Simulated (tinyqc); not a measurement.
Worked calculation (part 1 of 2): UKS/LDA (VWN5) in the sto-6g basis, for NH, spin multiplicity 3. Computed by tinyqc, a small Python program that keeps every step (integrals from PySCF). Settings: charge = 0, multiplicity = 3, basis = sto-6g, energy threshold = 1e-10, iteration cap = 81, orthogonalisation = symmetric, start = atomic densities, DIIS depth = 6, method = UKS, functional = lda,vwn, grid = [10, 50]. Command: `OMP_NUM_THREADS=1 python tinyqc.py 21141 21142 out.jsonl` (the two numbers bound the seeds that draw the settings). One thread of a shared host (Intel(R) Xeon(R) Processor @ 2.60GHz), about 2 s of CPU time with the checks. Later iterations appear only in the table of the cycle.

## One-electron integrals

Geometry (angstrom):
```
atom         x         y         z
N     0.000000  0.000000  0.000000
H     0.000000  0.000000  1.811000
```

Basis sto-6g: exponents (1/bohr^2) and contraction coefficients of normalised primitives:
```
element  l (shell)     exponent  coefficient
N            s (1)  1027.828458     0.009164
N            s (1)   188.451223     0.049361
N            s (1)    52.721861     0.168538
N            s (1)    18.111382     0.370563
N            s (1)     7.033180     0.416492
N            s (1)     2.896652     0.130334
N            s (2)    39.198808    -0.013253
N            s (2)     7.758467    -0.046992
N            s (2)     2.411326    -0.033785
N            s (2)     0.927724     0.250242
N            s (2)     0.402911     0.595117
N            s (2)     0.184684     0.240706
N            p (3)    39.198808     0.003760
N            p (3)     7.758467     0.037679
N            p (3)     2.411326     0.173897
N            p (3)     0.927724     0.418036
N            p (3)     0.402911     0.425860
N            p (3)     0.184684     0.101708
H            s (1)    35.523221     0.009164
H            s (1)     6.513144     0.049361
H            s (1)     1.822143     0.168538
H            s (1)     0.625955     0.370563
H            s (1)     0.243077     0.416492
H            s (1)     0.100112     0.130334
```

Overlap, kinetic and nuclear-attraction integrals over the contracted functions; the nuclear repulsion is the sum of Za Zb / Rab.

nuclear repulsion = 2.04541164 hartree

overlap S, order 1N 1s, 1N 2s, 1N 2px, 1N 2py, 1N 2pz, 2H 1s:
$$\begin{pmatrix}
1.000000 & 0.229416 & 0.000000 & 0.000000 & 0.000000 & 0.009526 \\
0.229416 & 1.000000 & 0.000000 & 0.000000 & 0.000000 & 0.146518 \\
0.000000 & 0.000000 & 1.000000 & 0.000000 & 0.000000 & 0.000000 \\
0.000000 & 0.000000 & 0.000000 & 1.000000 & 0.000000 & 0.000000 \\
0.000000 & 0.000000 & 0.000000 & 0.000000 & 1.000000 & 0.161509 \\
0.009526 & 0.146518 & 0.000000 & 0.000000 & 0.161509 & 1.000000
\end{pmatrix}$$

kinetic energy T (hartree), order 1N 1s, 1N 2s, 1N 2px, 1N 2py, 1N 2pz, 2H 1s:
$$\begin{pmatrix}
22.236411 & -0.678745 & 0.000000 & 0.000000 & 0.000000 & -0.003694 \\
-0.678745 & 0.632900 & 0.000000 & 0.000000 & 0.000000 & -0.014141 \\
0.000000 & 0.000000 & 1.901294 & 0.000000 & 0.000000 & 0.000000 \\
0.000000 & 0.000000 & 0.000000 & 1.901294 & 0.000000 & 0.000000 \\
0.000000 & 0.000000 & 0.000000 & 0.000000 & 1.901294 & 0.009900 \\
-0.003694 & -0.014141 & 0.000000 & 0.000000 & 0.009900 & 0.768522
\end{pmatrix}$$

nuclear attraction V (hartree), order 1N 1s, 1N 2s, 1N 2px, 1N 2py, 1N 2pz, 2H 1s:
$$\begin{pmatrix}
-46.965680 & -4.714092 & 0.000000 & 0.000000 & -0.005235 & -0.221889 \\
-4.714092 & -7.117388 & 0.000000 & 0.000000 & -0.063072 & -0.690600 \\
0.000000 & 0.000000 & -7.107319 & 0.000000 & 0.000000 & 0.000000 \\
0.000000 & 0.000000 & 0.000000 & -7.107319 & 0.000000 & 0.000000 \\
-0.005235 & -0.063072 & 0.000000 & 0.000000 & -7.136619 & -0.677056 \\
-0.221889 & -0.690600 & 0.000000 & 0.000000 & -0.677056 & -3.282768
\end{pmatrix}$$

core Hamiltonian H = T + V (hartree), order 1N 1s, 1N 2s, 1N 2px, 1N 2py, 1N 2pz, 2H 1s:
$$\begin{pmatrix}
-24.729269 & -5.392837 & 0.000000 & 0.000000 & -0.005235 & -0.225583 \\
-5.392837 & -6.484488 & 0.000000 & 0.000000 & -0.063072 & -0.704741 \\
0.000000 & 0.000000 & -5.206025 & 0.000000 & 0.000000 & 0.000000 \\
0.000000 & 0.000000 & 0.000000 & -5.206025 & 0.000000 & 0.000000 \\
-0.005235 & -0.063072 & 0.000000 & 0.000000 & -5.235325 & -0.667157 \\
-0.225583 & -0.704741 & 0.000000 & 0.000000 & -0.667157 & -2.514245
\end{pmatrix}$$

## Two-electron integrals

Functions are numbered as in S; the eight-fold symmetry (ij|kl) = (ji|kl) = (kl|ij) leaves the list below.

Two-electron integrals (ij|kl) in chemists' order, unique and non-zero (hartree):
```
(11|11) 4.168742   (21|11) 0.583648   (21|21) 0.104114   (22|11) 0.968487
(22|21) 0.214450   (22|22) 0.708398   (31|31) 0.022075   (32|31) 0.033611
(32|32) 0.156576   (33|11) 0.968488   (33|21) 0.214450   (33|22) 0.708398
(33|33) 0.763241   (41|41) 0.022075   (42|41) 0.033611   (42|42) 0.156576
(43|43) 0.041133   (44|11) 0.968488   (44|21) 0.214450   (44|22) 0.708398
(44|33) 0.680975   (44|44) 0.763241   (51|51) 0.022075   (52|51) 0.033611
(52|52) 0.156576   (53|53) 0.041133   (54|54) 0.041133   (55|11) 0.968488
(55|21) 0.214450   (55|22) 0.708398   (55|33) 0.680975   (55|44) 0.680975
(55|55) 0.763241   (61|11) 0.025578   (61|21) 0.004387   (61|22) 0.008885
(61|33) 0.008862   (61|44) 0.008862   (61|51) 0.000248   (61|52) 0.000494
(61|55) 0.008930   (61|61) 0.000189   (62|11) 0.086986   (62|21) 0.019648
(62|22) 0.075101   (62|33) 0.073496   (62|44) 0.073496   (62|51) 0.001732
(62|52) 0.014389   (62|55) 0.078311   (62|61) 0.000845   (62|62) 0.012113
(63|31) 0.001766   (63|32) 0.010883   (63|53) 0.002664   (63|63) 0.001283
(64|41) 0.001766   (64|42) 0.010883   (64|54) 0.002664   (64|64) 0.001283
(65|11) 0.081234   (65|21) 0.018545   (65|22) 0.074900   (65|33) 0.071786
(65|44) 0.071786   (65|51) 0.003075   (65|52) 0.023363   (65|55) 0.081129
(65|61) 0.000821   (65|62) 0.014398   (65|65) 0.018080   (66|11) 0.291868
(66|21) 0.066945   (66|22) 0.290589   (66|33) 0.281776   (66|44) 0.281776
(66|51) 0.005175   (66|52) 0.060877   (66|55) 0.308214   (66|61) 0.002873
(66|62) 0.069088   (66|65) 0.090575   (66|66) 0.774999
```

## Orthogonalisation

S = U s U^T; symmetric (Loewdin) form X = U s^(-1/2) U^T, so that X^T S X = 1.

eigenvalues of S: [0.715225, 0.867167, 1.000000, 1.000000, 1.123333, 1.294275]

X, order 1N 1s, 1N 2s, 1N 2px, 1N 2py, 1N 2pz, 2H 1s:
$$\begin{pmatrix}
1.020692 & -0.119785 & 0.000000 & 0.000000 & -0.001218 & 0.008510 \\
-0.119785 & 1.029336 & 0.000000 & 0.000000 & 0.009449 & -0.077274 \\
0.000000 & 0.000000 & 1.000000 & 0.000000 & 0.000000 & 0.000000 \\
0.000000 & 0.000000 & 0.000000 & 1.000000 & 0.000000 & 0.000000 \\
-0.001218 & 0.009449 & 0.000000 & 0.000000 & 1.010139 & -0.083273 \\
0.008510 & -0.077274 & 0.000000 & 0.000000 & -0.083273 & 1.018639
\end{pmatrix}$$

## Starting guess

The start is atomic minimal-basis densities projected into this basis (PySCF's MINAO start) and scaled to the electron count of each spin; this density is not idempotent, so its energy is not variational and may lie below the converged one.

D(alpha) at the start, order 1N 1s, 1N 2s, 1N 2px, 1N 2py, 1N 2pz, 2H 1s:
$$\begin{pmatrix}
1.328236 & -0.303382 & 0.000000 & 0.000000 & 0.001578 & -0.007170 \\
-0.303382 & 1.322321 & 0.000000 & 0.000000 & -0.007402 & 0.037573 \\
0.000000 & 0.000000 & 0.620275 & 0.000000 & 0.000000 & 0.000000 \\
0.000000 & 0.000000 & 0.000000 & 0.620275 & 0.000000 & 0.000000 \\
0.001578 & -0.007402 & 0.000000 & 0.000000 & 0.609581 & 0.041426 \\
-0.007170 & 0.037573 & 0.000000 & 0.000000 & 0.041426 & 0.614258
\end{pmatrix}$$

D(beta) at the start, order 1N 1s, 1N 2s, 1N 2px, 1N 2py, 1N 2pz, 2H 1s:
$$\begin{pmatrix}
0.796941 & -0.182029 & 0.000000 & 0.000000 & 0.000947 & -0.004302 \\
-0.182029 & 0.793393 & 0.000000 & 0.000000 & -0.004441 & 0.022544 \\
0.000000 & 0.000000 & 0.372165 & 0.000000 & 0.000000 & 0.000000 \\
0.000000 & 0.000000 & 0.000000 & 0.372165 & 0.000000 & 0.000000 \\
0.000947 & -0.004441 & 0.000000 & 0.000000 & 0.365748 & 0.024856 \\
-0.004302 & 0.022544 & 0.000000 & 0.000000 & 0.024856 & 0.368555
\end{pmatrix}$$

## Iteration 1: exchange-correlation on the grid

Becke grid with 10 radial and 50 angular points per atom, points of zero weight dropped. rho = sum D_ij phi_i phi_j; V_xc,ij = sum w v_xc phi_i phi_j; v_xc is d(rho eps)/d rho(s) for spin s.

The 16 grid points with the largest w rho, of 999 (bohr, atomic units):
```
x                  y          z         w  rho(alpha)  rho(beta)     eps_xc  v_xc(alpha)
-0.841948  -0.841948   0.000000  0.257530    0.129567   0.077740  -0.500911    -0.685675
-0.841948   0.841948   0.000000  0.257530    0.129567   0.077740  -0.500911    -0.685675
0.841948   -0.841948   0.000000  0.257530    0.129567   0.077740  -0.500911    -0.685675
0.841948    0.841948   0.000000  0.257530    0.129567   0.077740  -0.500911    -0.685675
0.000000    0.841948  -0.841948  0.257536    0.129461   0.077676  -0.500783    -0.685497
0.000000   -0.841948  -0.841948  0.257536    0.129461   0.077676  -0.500783    -0.685497
-0.841948   0.000000  -0.841948  0.257536    0.129461   0.077676  -0.500783    -0.685497
0.841948    0.000000  -0.841948  0.257536    0.129461   0.077676  -0.500783    -0.685497
0.000000   -0.841948   0.841948  0.256415    0.129401   0.077641  -0.500712    -0.685397
0.841948    0.000000   0.841948  0.256415    0.129401   0.077641  -0.500712    -0.685397
-0.841948   0.000000   0.841948  0.256415    0.129401   0.077641  -0.500712    -0.685397
0.000000    0.841948   0.841948  0.256415    0.129401   0.077641  -0.500712    -0.685397
-0.687448  -0.687448  -0.687448  0.240639    0.129559   0.077735  -0.500901    -0.685660
-0.687448   0.687448  -0.687448  0.240639    0.129559   0.077735  -0.500901    -0.685660
0.687448   -0.687448  -0.687448  0.240639    0.129559   0.077735  -0.500901    -0.685660
0.687448    0.687448  -0.687448  0.240639    0.129559   0.077735  -0.500901    -0.685660
```

electrons on the grid, sum of w rho = 7.992692

E_xc = sum of w rho eps_xc = -6.73449600 hartree

V_xc(alpha) (hartree), order 1N 1s, 1N 2s, 1N 2px, 1N 2py, 1N 2pz, 2H 1s:
$$\begin{pmatrix}
-2.725157 & -0.338118 & 0.000000 & 0.000000 & 0.000051 & -0.015310 \\
-0.338118 & -0.674576 & 0.000000 & 0.000000 & -0.002196 & -0.068781 \\
0.000000 & 0.000000 & -0.671932 & 0.000000 & 0.000000 & 0.000000 \\
0.000000 & 0.000000 & 0.000000 & -0.671932 & 0.000000 & 0.000000 \\
0.000051 & -0.002196 & 0.000000 & 0.000000 & -0.674453 & -0.070395 \\
-0.015310 & -0.068781 & 0.000000 & 0.000000 & -0.070395 & -0.434503
\end{pmatrix}$$

V_xc(beta) (hartree), order 1N 1s, 1N 2s, 1N 2px, 1N 2py, 1N 2pz, 2H 1s:
$$\begin{pmatrix}
-2.342430 & -0.293587 & 0.000000 & 0.000000 & 0.000044 & -0.013268 \\
-0.293587 & -0.596801 & 0.000000 & 0.000000 & -0.001926 & -0.061478 \\
0.000000 & 0.000000 & -0.594472 & 0.000000 & 0.000000 & 0.000000 \\
0.000000 & 0.000000 & 0.000000 & -0.594472 & 0.000000 & 0.000000 \\
0.000044 & -0.001926 & 0.000000 & 0.000000 & -0.596681 & -0.063115 \\
-0.013268 & -0.061478 & 0.000000 & 0.000000 & -0.063115 & -0.389429
\end{pmatrix}$$

## Iteration 1: building the Kohn-Sham matrix

J_ij = sum D_kl (ij|kl) with D = D(alpha) + D(beta); F = H + J + V_xc; E = tr D H + tr D J / 2 + E_xc + E_nn.

Coulomb J (hartree), order 1N 1s, 1N 2s, 1N 2px, 1N 2py, 1N 2pz, 2H 1s:
$$\begin{pmatrix}
13.516157 & 2.298327 & 0.000000 & 0.000000 & 0.005012 & 0.098217 \\
2.298327 & 5.750136 & 0.000000 & 0.000000 & 0.061108 & 0.617853 \\
0.000000 & 0.000000 & 5.741339 & 0.000000 & 0.000000 & 0.000000 \\
0.000000 & 0.000000 & 0.000000 & 5.741339 & 0.000000 & 0.000000 \\
0.005012 & 0.061108 & 0.000000 & 0.000000 & 5.767731 & 0.627303 \\
0.098217 & 0.617853 & 0.000000 & 0.000000 & 0.627303 & 2.810497
\end{pmatrix}$$

F(alpha) (hartree), order 1N 1s, 1N 2s, 1N 2px, 1N 2py, 1N 2pz, 2H 1s:
$$\begin{pmatrix}
-13.938269 & -3.432627 & 0.000000 & 0.000000 & -0.000172 & -0.142676 \\
-3.432627 & -1.408928 & 0.000000 & 0.000000 & -0.004159 & -0.155669 \\
0.000000 & 0.000000 & -0.136618 & 0.000000 & 0.000000 & 0.000000 \\
0.000000 & 0.000000 & 0.000000 & -0.136618 & 0.000000 & 0.000000 \\
-0.000172 & -0.004159 & 0.000000 & 0.000000 & -0.142047 & -0.110248 \\
-0.142676 & -0.155669 & 0.000000 & 0.000000 & -0.110248 & -0.138251
\end{pmatrix}$$

F(beta) (hartree), order 1N 1s, 1N 2s, 1N 2px, 1N 2py, 1N 2pz, 2H 1s:
$$\begin{pmatrix}
-13.555542 & -3.388096 & 0.000000 & 0.000000 & -0.000179 & -0.140634 \\
-3.388096 & -1.331153 & 0.000000 & 0.000000 & -0.003890 & -0.148366 \\
0.000000 & 0.000000 & -0.059158 & 0.000000 & 0.000000 & 0.000000 \\
0.000000 & 0.000000 & 0.000000 & -0.059158 & 0.000000 & 0.000000 \\
-0.000179 & -0.003890 & 0.000000 & 0.000000 & -0.064274 & -0.102968 \\
-0.140634 & -0.148366 & 0.000000 & 0.000000 & -0.102968 & -0.093178
\end{pmatrix}$$

total energy of this density = -54.50612266 hartree

This density is the starting one; it is not idempotent, so its energy is not variational and may lie below the converged one.

## Iteration 1: diagonalisation and new density

Diagonalise F' = X^T F X, C = X C', fill 5 alpha and 3 beta electrons from the bottom; D(s) = C_occ C_occ^T. Each column has its largest component positive (the first on a tie).

F' = X^T F X (alpha) (hartree):
$$\begin{pmatrix}
-13.704081 & -1.769160 & 0.000000 & 0.000000 & -0.004479 & 0.009850 \\
-1.769160 & -0.824955 & 0.000000 & 0.000000 & 0.006615 & -0.072635 \\
0.000000 & 0.000000 & -0.136618 & 0.000000 & 0.000000 & 0.000000 \\
0.000000 & 0.000000 & 0.000000 & -0.136618 & 0.000000 & 0.000000 \\
-0.004479 & 0.006615 & 0.000000 & 0.000000 & -0.127283 & -0.091852 \\
0.009850 & -0.072635 & 0.000000 & 0.000000 & -0.091852 & -0.108663
\end{pmatrix}$$

orbital energies (alpha) (hartree): MO1 -13.942685, MO2 -0.597441, MO3 -0.205494, MO4 -0.136618, MO5 -0.136618, MO6 -0.019362

coefficients C (alpha), order 1N 1s, 1N 2s, 1N 2px, 1N 2py, 1N 2pz, 2H 1s:
$$\begin{pmatrix}
0.995524 & -0.250919 & 0.032077 & 0.000000 & 0.000000 & 0.034323 \\
0.018871 & 1.012602 & -0.154949 & 0.000000 & 0.000000 & -0.173821 \\
0.000000 & 0.000000 & 0.000000 & 0.999927 & 0.012062 & 0.000000 \\
0.000000 & 0.000000 & 0.000000 & -0.012062 & 0.999927 & 0.000000 \\
0.000316 & 0.011442 & 0.714447 & 0.000000 & 0.000000 & -0.718915 \\
-0.001918 & 0.075737 & 0.596540 & 0.000000 & 0.000000 & 0.830062
\end{pmatrix}$$

F' = X^T F X (beta) (hartree):
$$\begin{pmatrix}
-13.315101 & -1.778180 & 0.000000 & 0.000000 & -0.004811 & 0.011951 \\
-1.778180 & -0.748892 & 0.000000 & 0.000000 & 0.007450 & -0.074473 \\
0.000000 & 0.000000 & -0.059158 & 0.000000 & 0.000000 & 0.000000 \\
0.000000 & 0.000000 & 0.000000 & -0.059158 & 0.000000 & 0.000000 \\
-0.004811 & 0.007450 & 0.000000 & 0.000000 & -0.048837 & -0.094637 \\
0.011951 & -0.074473 & 0.000000 & 0.000000 & -0.094637 & -0.063266
\end{pmatrix}$$

orbital energies (beta) (hartree): MO1 -13.561877, MO2 -0.514845, MO3 -0.144348, MO4 -0.059158, MO5 -0.059158, MO6 0.044973

coefficients C (beta), order 1N 1s, 1N 2s, 1N 2px, 1N 2py, 1N 2pz, 2H 1s:
$$\begin{pmatrix}
0.994536 & -0.253801 & 0.039016 & 0.000000 & 0.000000 & -0.034587 \\
0.022858 & 1.008285 & -0.183528 & 0.000000 & 0.000000 & 0.170579 \\
0.000000 & 0.000000 & 0.000000 & -0.016931 & 0.999857 & 0.000000 \\
0.000000 & 0.000000 & 0.000000 & 0.999857 & 0.016931 & 0.000000 \\
0.000381 & 0.012707 & 0.651005 & 0.000000 & 0.000000 & 0.776811 \\
-0.002335 & 0.093296 & 0.663301 & 0.000000 & 0.000000 & -0.775838
\end{pmatrix}$$

D(alpha) after iteration 1, order 1N 1s, 1N 2s, 1N 2px, 1N 2py, 1N 2pz, 2H 1s:
$$\begin{pmatrix}
1.055057 & -0.240265 & 0.000000 & 0.000000 & 0.020361 & -0.001778 \\
-0.240265 & 1.049727 & 0.000000 & 0.000000 & -0.099111 & -0.015778 \\
0.000000 & 0.000000 & 1.000000 & 0.000000 & 0.000000 & 0.000000 \\
0.000000 & 0.000000 & 0.000000 & 1.000000 & 0.000000 & 0.000000 \\
0.020361 & -0.099111 & 0.000000 & 0.000000 & 0.510566 & 0.427062 \\
-0.001778 & -0.015778 & 0.000000 & 0.000000 & 0.427062 & 0.361599
\end{pmatrix}$$

D(beta) after iteration 1, order 1N 1s, 1N 2s, 1N 2px, 1N 2py, 1N 2pz, 2H 1s:
$$\begin{pmatrix}
1.055039 & -0.240331 & 0.000000 & 0.000000 & 0.022553 & -0.000122 \\
-0.240331 & 1.050844 & 0.000000 & 0.000000 & -0.106656 & -0.027719 \\
0.000000 & 0.000000 & 0.000000 & 0.000000 & 0.000000 & 0.000000 \\
0.000000 & 0.000000 & 0.000000 & 0.000000 & 0.000000 & 0.000000 \\
0.022553 & -0.106656 & 0.000000 & 0.000000 & 0.423970 & 0.432997 \\
-0.000122 & -0.027719 & 0.000000 & 0.000000 & 0.432997 & 0.448678
\end{pmatrix}$$

Within a degenerate level the vectors are fixed only up to a rotation; this is one choice.

## Iteration 2: exchange-correlation on the grid

As before.

The 16 grid points with the largest w rho, of 999 (bohr, atomic units):
```
x                  y          z         w  rho(alpha)  rho(beta)     eps_xc  v_xc(alpha)
-0.841948   0.000000  -0.841948  0.257536    0.143944   0.078318  -0.513845    -0.707142
0.000000    0.841948  -0.841948  0.257536    0.143944   0.078318  -0.513845    -0.707142
0.000000   -0.841948  -0.841948  0.257536    0.143944   0.078318  -0.513845    -0.707142
0.841948    0.000000  -0.841948  0.257536    0.143944   0.078318  -0.513845    -0.707142
-0.841948   0.841948   0.000000  0.257530    0.164720   0.042522  -0.523765    -0.727657
-0.841948  -0.841948   0.000000  0.257530    0.164720   0.042522  -0.523765    -0.727657
0.841948   -0.841948   0.000000  0.257530    0.164720   0.042522  -0.523765    -0.727657
0.841948    0.841948   0.000000  0.257530    0.164720   0.042522  -0.523765    -0.727657
-0.687448  -0.687448  -0.687448  0.240639    0.152136   0.067766  -0.517010    -0.716461
-0.687448   0.687448  -0.687448  0.240639    0.152136   0.067766  -0.517010    -0.716461
0.687448   -0.687448  -0.687448  0.240639    0.152136   0.067766  -0.517010    -0.716461
0.687448    0.687448  -0.687448  0.240639    0.152136   0.067766  -0.517010    -0.716461
-0.359008  -0.359008  -1.077024  0.230138    0.127653   0.097756  -0.510463    -0.687113
-0.359008   0.359008  -1.077024  0.230138    0.127653   0.097756  -0.510463    -0.687113
0.359008   -0.359008  -1.077024  0.230138    0.127653   0.097756  -0.510463    -0.687113
0.359008    0.359008  -1.077024  0.230138    0.127653   0.097756  -0.510463    -0.687113
```

electrons on the grid, sum of w rho = 7.994162

E_xc = sum of w rho eps_xc = -6.69375244 hartree

V_xc(alpha) (hartree), order 1N 1s, 1N 2s, 1N 2px, 1N 2py, 1N 2pz, 2H 1s:
$$\begin{pmatrix}
-2.558665 & -0.327406 & 0.000000 & 0.000000 & 0.001310 & -0.014708 \\
-0.327406 & -0.691482 & 0.000000 & 0.000000 & 0.004943 & -0.068988 \\
0.000000 & 0.000000 & -0.696505 & 0.000000 & 0.000000 & 0.000000 \\
0.000000 & 0.000000 & 0.000000 & -0.696505 & 0.000000 & 0.000000 \\
0.001310 & 0.004943 & 0.000000 & 0.000000 & -0.675857 & -0.069323 \\
-0.014708 & -0.068988 & 0.000000 & 0.000000 & -0.069323 & -0.395464
\end{pmatrix}$$

V_xc(beta) (hartree), order 1N 1s, 1N 2s, 1N 2px, 1N 2py, 1N 2pz, 2H 1s:
$$\begin{pmatrix}
-2.527294 & -0.303751 & 0.000000 & 0.000000 & 0.001874 & -0.013814 \\
-0.303751 & -0.570195 & 0.000000 & 0.000000 & 0.008037 & -0.062037 \\
0.000000 & 0.000000 & -0.553490 & 0.000000 & 0.000000 & 0.000000 \\
0.000000 & 0.000000 & 0.000000 & -0.553490 & 0.000000 & 0.000000 \\
0.001874 & 0.008037 & 0.000000 & 0.000000 & -0.599111 & -0.065957 \\
-0.013814 & -0.062037 & 0.000000 & 0.000000 & -0.065957 & -0.409618
\end{pmatrix}$$
